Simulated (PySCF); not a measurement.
# Difluoroacetonitrile (C2HF2N): NMR shifts and spin-spin couplings at several levels of theory, part 2 of 2

PySCF 2.14.0. Atoms count from 0. The steps go on from the part before.

**10. Indirect couplings: PBE/pcJ-1**

What the job is given:

```
{"job": {"kind": "j", "xc": "PBE", "basis": "pcJ-1"}, "charge": 0, "multiplicity": 1}
N      0.459389     2.085753    -0.339540
C      0.214717     0.972552    -0.155185
C     -0.114210    -0.444466     0.118346
F     -1.045967    -0.863115    -0.747545
F      0.985796    -1.195228    -0.023212
H     -0.499727    -0.555473     1.147136
```

Method: PBE/pcJ-1 indirect spin-spin coupling, non-relativistic, gas phase.

What it wrote:

```text
coarse grid: 6032 points
cycle   1  E = -330.7236856828  dE =  6.741e-01  |g| = 7.570e-01  |ddm| = 2.293e+00
cycle   2  E = -330.1664750462  dE =  5.572e-01  |g| = 1.855e+00  |ddm| = 1.541e+00
cycle   3  E = -330.7820016429  dE = -6.155e-01  |g| = 4.399e-01  |ddm| = 1.242e+00
cycle   4  E = -330.8199798835  dE = -3.798e-02  |g| = 9.118e-02  |ddm| = 2.745e-01
cycle   5  E = -330.8215360238  dE = -1.556e-03  |g| = 2.474e-02  |ddm| = 7.597e-02
cycle   6  E = -330.8216656533  dE = -1.296e-04  |g| = 4.328e-03  |ddm| = 2.259e-02
cycle   7  E = -330.8216695269  dE = -3.874e-06  |g| = 1.204e-03  |ddm| = 3.771e-03
final grid: 61992 points
cycle   8  E = -330.8768610016  dE = -1.716e-04  |g| = 9.928e-03  |ddm| = 1.739e-02
cycle   9  E = -330.8768129756  dE =  4.803e-05  |g| = 1.971e-02  |ddm| = 1.668e-02
cycle  10  E = -330.8768730796  dE = -6.010e-05  |g| = 4.754e-03  |ddm| = 1.173e-02
cycle  11  E = -330.8768774547  dE = -4.375e-06  |g| = 1.662e-03  |ddm| = 3.297e-03
cycle  12  E = -330.8768779856  dE = -5.308e-07  |g| = 3.007e-04  |ddm| = 1.163e-03
cycle  13  E = -330.8768780035  dE = -1.789e-08  |g| = 3.610e-05  |ddm| = 2.635e-04
cycle  14  E = -330.8768780035  dE = -6.952e-11  |g| = 2.820e-05  |ddm| = 3.119e-05
converged SCF energy = -330.8768780035

Indirect spin-spin couplings (Hz)
  i      j    bonds     total        FC       PSO       DSO        SD
  0 N    1 C    1     -8.693    -2.905     0.485    -0.009    -6.263
  0 N    2 C    2      3.099     3.965    -0.582     0.049    -0.334
  0 N    3 F    3      2.019    -0.758     1.552     0.156     1.069
  0 N    4 F    3      2.011    -0.754     1.548     0.157     1.060
  0 N    5 H    3     -1.220    -0.768    -0.603     0.192    -0.041
  1 C    2 C    1     78.533    79.008    -1.464     0.351     0.638
  1 C    3 F    2     35.702    35.417    -0.963     0.057     1.192
  1 C    4 F    2     35.880    35.578    -0.959     0.057     1.204
  1 C    5 H    2      6.999     6.920    -0.018     0.032     0.065
  2 C    3 F    1   -341.828  -335.257   -18.705     0.978    11.156
  2 C    4 F    1   -341.788  -335.278   -18.659     0.978    11.172
  2 C    5 H    1    183.706   182.771    -0.995     1.452     0.477
  3 F    4 F    2    279.966    -8.086   180.970    -0.924   108.006
  3 F    5 H    2     53.563    56.816     1.283    -1.241    -3.295
  4 F    5 H    2     53.546    56.790     1.293    -1.243    -3.295
```

Run time: 10 s. Hardware: 1 thread, shared host.

Key values: J(C2,F3) -341.8 Hz, J(F3,F4) 280.0 Hz, J(C2,H5) 183.7 Hz (means over like pairs).

**11. J couplings: KT2/pcJ-1**

Settings changed since step 10:

```diff
@@ -1,2 +1,2 @@
-{"job": {"kind": "j", "xc": "PBE", "basis": "pcJ-1"}, "charge": 0, "multiplicity": 1}
+{"job": {"kind": "j", "xc": "KT2", "basis": "pcJ-1"}, "charge": 0, "multiplicity": 1}
 N      0.459389     2.085753    -0.339540
```

Method: KT2/pcJ-1 indirect spin-spin coupling, non-relativistic, gas phase.

What it wrote:

```text
coarse grid: 6032 points
cycle   1  E = -335.8323329021  dE =  7.170e-01  |g| = 9.458e-01  |ddm| = 2.266e+00
cycle   2  E = -335.1486117604  dE =  6.837e-01  |g| = 2.121e+00  |ddm| = 1.806e+00
cycle   3  E = -335.9269320209  dE = -7.783e-01  |g| = 4.761e-01  |ddm| = 1.465e+00
cycle   4  E = -335.9730647888  dE = -4.613e-02  |g| = 1.153e-01  |ddm| = 3.289e-01
cycle   5  E = -335.9758030911  dE = -2.738e-03  |g| = 2.684e-02  |ddm| = 9.552e-02
cycle   6  E = -335.9759644854  dE = -1.614e-04  |g| = 4.122e-03  |ddm| = 2.499e-02
cycle   7  E = -335.9759679536  dE = -3.468e-06  |g| = 1.298e-03  |ddm| = 3.717e-03
final grid: 61992 points
cycle   8  E = -336.0566715170  dE = -6.253e-04  |g| = 3.936e-02  |ddm| = 3.796e-02
cycle   9  E = -336.0561889335  dE =  4.826e-04  |g| = 6.808e-02  |ddm| = 5.600e-02
cycle  10  E = -336.0568790238  dE = -6.901e-04  |g| = 6.525e-03  |ddm| = 3.830e-02
cycle  11  E = -336.0568797819  dE = -7.580e-07  |g| = 6.300e-03  |ddm| = 6.888e-03
cycle  12  E = -336.0568882908  dE = -8.509e-06  |g| = 5.930e-04  |ddm| = 3.764e-03
cycle  13  E = -336.0568883755  dE = -8.465e-08  |g| = 8.022e-05  |ddm| = 6.039e-04
cycle  14  E = -336.0568883765  dE = -1.009e-09  |g| = 5.016e-05  |ddm| = 8.838e-05
cycle  15  E = -336.0568883769  dE = -3.974e-10  |g| = 1.167e-05  |ddm| = 3.206e-05
converged SCF energy = -336.0568883769

Indirect spin-spin couplings (Hz)
  i      j    bonds     total        FC       PSO       DSO        SD
  0 N    1 C    1     -2.010     4.285     0.442    -0.008    -6.729
  0 N    2 C    2      4.162     5.075    -0.580     0.049    -0.382
  0 N    3 F    3      2.417    -0.427     1.419     0.157     1.269
  0 N    4 F    3      2.414    -0.417     1.415     0.157     1.259
  0 N    5 H    3     -1.306    -0.874    -0.597     0.193    -0.027
  1 C    2 C    1     63.292    63.703    -1.396     0.350     0.635
  1 C    3 F    2     28.165    27.694    -0.984     0.055     1.400
  1 C    4 F    2     28.296    27.808    -0.980     0.055     1.413
  1 C    5 H    2      8.148     8.070    -0.028     0.028     0.079
  2 C    3 F    1   -345.800  -340.279   -18.020     0.979    11.520
  2 C    4 F    1   -345.797  -340.337   -17.975     0.979    11.537
  2 C    5 H    1    201.160   200.324    -0.994     1.434     0.395
  3 F    4 F    2    245.174   -47.674   165.969    -0.928   127.807
  3 F    5 H    2     57.619    61.557     1.106    -1.258    -3.787
  4 F    5 H    2     57.601    61.531     1.116    -1.260    -3.786
```

Wall time 11 s (1 thread, shared host).

In short: J(C2,F3) -345.8 Hz, J(F3,F4) 245.2 Hz, J(C2,H5) 201.2 Hz (means over like pairs).

**12. Indirect couplings: PBE0/pcJ-1**

Settings changed since step 11:

```diff
@@ -1,2 +1,2 @@
-{"job": {"kind": "j", "xc": "KT2", "basis": "pcJ-1"}, "charge": 0, "multiplicity": 1}
+{"job": {"kind": "j", "xc": "PBE0", "basis": "pcJ-1"}, "charge": 0, "multiplicity": 1}
 N      0.459389     2.085753    -0.339540
```

Method: PBE0/pcJ-1 indirect spin-spin coupling, non-relativistic, gas phase.

What it wrote:

```text
coarse grid: 6032 points
cycle   1  E = -330.7143504566  dE =  7.307e-01  |g| = 7.877e-01  |ddm| = 2.246e+00
cycle   2  E = -330.4147671672  dE =  2.996e-01  |g| = 1.491e+00  |ddm| = 1.190e+00
cycle   3  E = -330.8150326960  dE = -4.003e-01  |g| = 2.576e-01  |ddm| = 8.781e-01
cycle   4  E = -330.8269567365  dE = -1.192e-02  |g| = 7.362e-02  |ddm| = 1.686e-01
cycle   5  E = -330.8279979570  dE = -1.041e-03  |g| = 1.175e-02  |ddm| = 4.874e-02
cycle   6  E = -330.8280205787  dE = -2.262e-05  |g| = 2.064e-03  |ddm| = 8.854e-03
cycle   7  E = -330.8280214173  dE = -8.386e-07  |g| = 2.235e-04  |ddm| = 1.474e-03
final grid: 61992 points
cycle   8  E = -330.8686815933  dE = -1.041e-04  |g| = 5.004e-03  |ddm| = 1.287e-02
cycle   9  E = -330.8686789434  dE =  2.650e-06  |g| = 6.634e-03  |ddm| = 6.377e-03
cycle  10  E = -330.8686858078  dE = -6.864e-06  |g| = 9.364e-04  |ddm| = 3.438e-03
cycle  11  E = -330.8686858285  dE = -2.071e-08  |g| = 8.758e-04  |ddm| = 9.674e-04
cycle  12  E = -330.8686859837  dE = -1.551e-07  |g| = 1.732e-04  |ddm| = 5.363e-04
cycle  13  E = -330.8686859890  dE = -5.291e-09  |g| = 1.144e-05  |ddm| = 1.054e-04
cycle  14  E = -330.8686859890  dE = -1.802e-11  |g| = 5.110e-06  |ddm| = 1.047e-05
converged SCF energy = -330.8686859890

Indirect spin-spin couplings (Hz)
  i      j    bonds     total        FC       PSO       DSO        SD
  0 N    1 C    1    -16.513    -8.335    -0.609    -0.007    -7.563
  0 N    2 C    2      2.115     2.914    -0.519     0.049    -0.329
  0 N    3 F    3      1.255    -1.599     1.600     0.157     1.098
  0 N    4 F    3      1.249    -1.596     1.596     0.157     1.093
  0 N    5 H    3     -1.459    -1.001    -0.623     0.193    -0.028
  1 C    2 C    1     89.368    89.717    -1.369     0.350     0.670
  1 C    3 F    2     38.764    38.372    -0.780     0.057     1.115
  1 C    4 F    2     38.942    38.535    -0.775     0.057     1.125
  1 C    5 H    2      4.142     4.072    -0.040     0.029     0.081
  2 C    3 F    1   -305.909  -303.228   -15.564     0.977    11.906
  2 C    4 F    1   -305.873  -303.253   -15.520     0.977    11.923
  2 C    5 H    1    190.631   189.773    -0.967     1.431     0.395
  3 F    4 F    2    323.063    51.320   170.768    -0.924   101.898
  3 F    5 H    2     55.736    58.781     1.790    -1.253    -3.582
  4 F    5 H    2     55.734    58.771     1.798    -1.255    -3.580
```

It took 12 s on 1 thread, shared host.

This run: J(F3,F4) 323.1 Hz, J(C2,F3) -305.9 Hz, J(C2,H5) 190.6 Hz (means over like pairs).

**13. J couplings: B97-2/pcJ-1**

Settings changed since step 12:

```diff
@@ -1,2 +1,2 @@
-{"job": {"kind": "j", "xc": "PBE0", "basis": "pcJ-1"}, "charge": 0, "multiplicity": 1}
+{"job": {"kind": "j", "xc": "B97-2", "basis": "pcJ-1"}, "charge": 0, "multiplicity": 1}
 N      0.459389     2.085753    -0.339540
```

Method: B97-2/pcJ-1 indirect spin-spin coupling, non-relativistic, gas phase.

What it wrote:

```text
coarse grid: 6032 points
cycle   1  E = -330.9511116346  dE =  7.281e-01  |g| = 8.257e-01  |ddm| = 2.250e+00
cycle   2  E = -330.5998586956  dE =  3.513e-01  |g| = 1.597e+00  |ddm| = 1.272e+00
cycle   3  E = -331.0566747804  dE = -4.568e-01  |g| = 2.863e-01  |ddm| = 9.552e-01
cycle   4  E = -331.0718617667  dE = -1.519e-02  |g| = 7.321e-02  |ddm| = 1.864e-01
cycle   5  E = -331.0729160582  dE = -1.054e-03  |g| = 1.153e-02  |ddm| = 4.997e-02
cycle   6  E = -331.0729395945  dE = -2.354e-05  |g| = 2.075e-03  |ddm| = 9.139e-03
cycle   7  E = -331.0729404494  dE = -8.549e-07  |g| = 2.797e-04  |ddm| = 1.496e-03
final grid: 61992 points
cycle   8  E = -331.1041161238  dE = -1.158e-04  |g| = 1.152e-02  |ddm| = 1.622e-02
cycle   9  E = -331.1041014168  dE =  1.471e-05  |g| = 1.497e-02  |ddm| = 1.210e-02
cycle  10  E = -331.1041314870  dE = -3.007e-05  |g| = 1.144e-03  |ddm| = 7.635e-03
cycle  11  E = -331.1041315303  dE = -4.329e-08  |g| = 9.963e-04  |ddm| = 1.029e-03
cycle  12  E = -331.1041317251  dE = -1.947e-07  |g| = 2.192e-04  |ddm| = 6.145e-04
cycle  13  E = -331.1041317354  dE = -1.032e-08  |g| = 1.702e-05  |ddm| = 1.409e-04
cycle  14  E = -331.1041317354  dE = -5.775e-11  |g| = 3.656e-06  |ddm| = 1.258e-05
converged SCF energy = -331.1041317354

Indirect spin-spin couplings (Hz)
  i      j    bonds     total        FC       PSO       DSO        SD
  0 N    1 C    1    -15.786    -8.784    -0.490    -0.008    -6.503
  0 N    2 C    2      2.488     3.279    -0.540     0.049    -0.300
  0 N    3 F    3      0.502    -2.171     1.537     0.157     0.978
  0 N    4 F    3      0.501    -2.163     1.534     0.157     0.973
  0 N    5 H    3     -1.661    -1.213    -0.614     0.193    -0.027
  1 C    2 C    1     88.288    88.686    -1.367     0.349     0.620
  1 C    3 F    2     34.022    33.699    -0.784     0.056     1.052
  1 C    4 F    2     34.146    33.808    -0.780     0.056     1.061
  1 C    5 H    2      4.143     4.081    -0.035     0.028     0.069
  2 C    3 F    1   -301.175  -297.301   -16.064     0.977    11.214
  2 C    4 F    1   -301.200  -297.383   -16.021     0.977    11.227
  2 C    5 H    1    182.284   181.367    -0.979     1.430     0.467
  3 F    4 F    2    292.397    29.878   165.405    -0.924    98.039
  3 F    5 H    2     50.073    52.822     1.727    -1.255    -3.220
  4 F    5 H    2     50.058    52.800     1.736    -1.258    -3.220
```

It took 12 s on 1 thread, shared host.

This run: J(C2,F3) -301.2 Hz, J(F3,F4) 292.4 Hz, J(C2,H5) 182.3 Hz (means over like pairs).

**14. Spin-spin couplings: CAM-B3LYP/pcJ-1**

Settings changed since step 13:

```diff
@@ -1,2 +1,2 @@
-{"job": {"kind": "j", "xc": "B97-2", "basis": "pcJ-1"}, "charge": 0, "multiplicity": 1}
+{"job": {"kind": "j", "xc": "CAM-B3LYP", "basis": "pcJ-1"}, "charge": 0, "multiplicity": 1}
 N      0.459389     2.085753    -0.339540
```

Level: CAM-B3LYP/pcJ-1 indirect spin-spin coupling, non-relativistic, gas phase.

What it wrote:

```text
coarse grid: 6032 points
cycle   1  E = -330.9089929035  dE =  7.701e-01  |g| = 8.976e-01  |ddm| = 2.213e+00
cycle   2  E = -330.7073415379  dE =  2.017e-01  |g| = 1.425e+00  |ddm| = 1.168e+00
cycle   3  E = -331.0568623369  dE = -3.495e-01  |g| = 1.722e-01  |ddm| = 7.537e-01
cycle   4  E = -331.0612576475  dE = -4.395e-03  |g| = 7.744e-02  |ddm| = 1.169e-01
cycle   5  E = -331.0623636664  dE = -1.106e-03  |g| = 1.204e-02  |ddm| = 5.016e-02
cycle   6  E = -331.0623861502  dE = -2.248e-05  |g| = 2.354e-03  |ddm| = 9.332e-03
cycle   7  E = -331.0623874503  dE = -1.300e-06  |g| = 4.209e-04  |ddm| = 2.635e-03
final grid: 61992 points
cycle   8  E = -331.1071165074  dE = -1.108e-04  |g| = 4.144e-03  |ddm| = 8.632e-03
cycle   9  E = -331.1071158091  dE =  6.984e-07  |g| = 4.527e-03  |ddm| = 3.708e-03
cycle  10  E = -331.1071184624  dE = -2.653e-06  |g| = 4.282e-04  |ddm| = 1.971e-03
cycle  11  E = -331.1071184633  dE = -8.534e-10  |g| = 3.904e-04  |ddm| = 3.605e-04
cycle  12  E = -331.1071184926  dE = -2.934e-08  |g| = 2.342e-05  |ddm| = 2.129e-04
cycle  13  E = -331.1071184928  dE = -1.331e-10  |g| = 1.114e-05  |ddm| = 2.648e-05
converged SCF energy = -331.1071184928

Indirect spin-spin couplings (Hz)
  i      j    bonds     total        FC       PSO       DSO        SD
  0 N    1 C    1    -19.877   -11.154    -0.996    -0.005    -7.721
  0 N    2 C    2      1.265     1.975    -0.470     0.049    -0.290
  0 N    3 F    3      1.023    -1.690     1.486     0.157     1.071
  0 N    4 F    3      1.017    -1.687     1.481     0.157     1.066
  0 N    5 H    3     -1.446    -0.985    -0.629     0.193    -0.025
  1 C    2 C    1     94.194    94.439    -1.329     0.349     0.735
  1 C    3 F    2     40.065    39.425    -0.631     0.057     1.214
  1 C    4 F    2     40.208    39.553    -0.626     0.057     1.223
  1 C    5 H    2      4.206     4.155    -0.048     0.029     0.070
  2 C    3 F    1   -297.461  -296.254   -14.849     0.975    12.667
  2 C    4 F    1   -297.438  -296.290   -14.805     0.975    12.683
  2 C    5 H    1    197.692   196.873    -0.939     1.416     0.341
  3 F    4 F    2    315.140    53.235   164.355    -0.922    98.472
  3 F    5 H    2     56.733    59.679     1.769    -1.256    -3.458
  4 F    5 H    2     56.729    59.668     1.777    -1.259    -3.457
```

Wall time 16 s (1 thread, shared host).

This run: J(F3,F4) 315.1 Hz, J(C2,F3) -297.4 Hz, J(C2,H5) 197.7 Hz (means over like pairs).

**15. Comparing the runs: NMR shifts**

Shifts (ppm), means over like atoms, with basis size and wall time (the measured row can stand on another reference than the computed rows):

```tsv
run	C1	C2	H5	N0	F3	functions	time
PBE0/cc-pVDZ	109.5	98.6	5.72	290.4	-124.0	75	4.1 s
PBE0/cc-pVTZ	115.1	103.1	5.94	309.9	-127.1	164	10 s
PBE0/aug-cc-pVDZ	110.8	97.7	6.20	286.5	-121.6	124	7.2 s
PBE0/IGLO-III	119.1	104.9	6.13	312.5	-129.2	185	12 s
PBE0/pcSseg-0	130.8	115.5	6.95	332.0	-144.3	47	2.7 s
measured	–	–	–	–	-119.8	–	–
```

Measured: G. Saielli, R. Bini, A. Bagno, Computational 19F NMR. 2. Organic compounds, RSC Adv. 2014, ESI (exp. from Berger-Braun-Kalinowski 1994 and Everett 1995).

**16. Run by run: spin-spin couplings**

Couplings (Hz), each a mean over the pairs like the one named, with basis size and wall time:

```tsv
run	C2–F3	F3–F4	C2–H5	C1–C2	F3–H5	C1–F3	N0–C1	functions	time
LDA/pcJ-1	-330.2	267.0	154.0	66.8	42.1	29.8	-6.3	145	6.3 s
PBE/pcJ-1	-341.8	280.0	183.7	78.5	53.6	35.8	-8.7	145	10 s
KT2/pcJ-1	-345.8	245.2	201.2	63.3	57.6	28.2	-2.0	145	11 s
PBE0/pcJ-1	-305.9	323.1	190.6	89.4	55.7	38.9	-16.5	145	12 s
B97-2/pcJ-1	-301.2	292.4	182.3	88.3	50.1	34.1	-15.8	145	12 s
CAM-B3LYP/pcJ-1	-297.4	315.1	197.7	94.2	56.7	40.1	-19.9	145	16 s
```

**17. Summary of results**

The summary covers parts 1 to 2.

| quantity | value |
| --- | --- |
| point group | Cs |
| rotational constants (main isotopes) | 10.05, 4.11, 3.10 GHz |
| 13C shifts against TMS (PBE0/cc-pVDZ) | 109.5, 98.6 ppm |
| 1H shifts against TMS (PBE0/cc-pVDZ) | 5.72 ppm |
| 15N shifts against NH3 (PBE0/cc-pVDZ) | 290.4 ppm |
| 19F shifts against CFCl3 (PBE0/cc-pVDZ, means over atoms taken as alike) | -124.0 ppm |
| measured, and computed on the same scale | F3 δ -119.8, -124.0 ppm |
| largest coupling of the table (LDA/pcJ-1) | 1J(C,F) C2–F3, -330.2 Hz |
| range of the shift of N0 | 286.5 to 332.0 ppm |
| range of J(C2,F3), mean over like pairs | -345.8 to -297.4 Hz |
| property runs in this session | 12, of which 0 failed and 1 gave unsound results |

**Reading.** Single values in the summary come from the first run of each kind that ended normally (PBE0/cc-pVDZ; LDA/pcJ-1), which need not be the best level. At PBE0/cc-pVDZ: The largest span, 454 ppm, is at N0, where the paramagnetic term is -357 ppm. The one measured 19F shift is missed by -4.2 ppm (computed less measured, unscaled). Vibration, temperature and solvent are missing from the calculation, so part of the miss against the measured shifts is not the functional's. Of the pairs tabulated at LDA/pcJ-1, C2–F3 (mean over like pairs) couples most strongly (-330.2 Hz; Fermi contact -324.6 Hz). Density functionals describe couplings to fluorine poorly, F–F couplings above all, so those rows are rough. For the one measured 19F shift, PBE0/aug-cc-pVDZ misses least (1.8 ppm, 7.2 s) and PBE0/pcSseg-0 most (24.5 ppm, 2.7 s). The coupling C2–F3, as a mean over pairs of its kind, runs from -345.8 Hz (KT2/pcJ-1) to -297.4 Hz (CAM-B3LYP/pcJ-1). One molecule ranks no method: errors cancel, and vibration and temperature are missing from all runs.
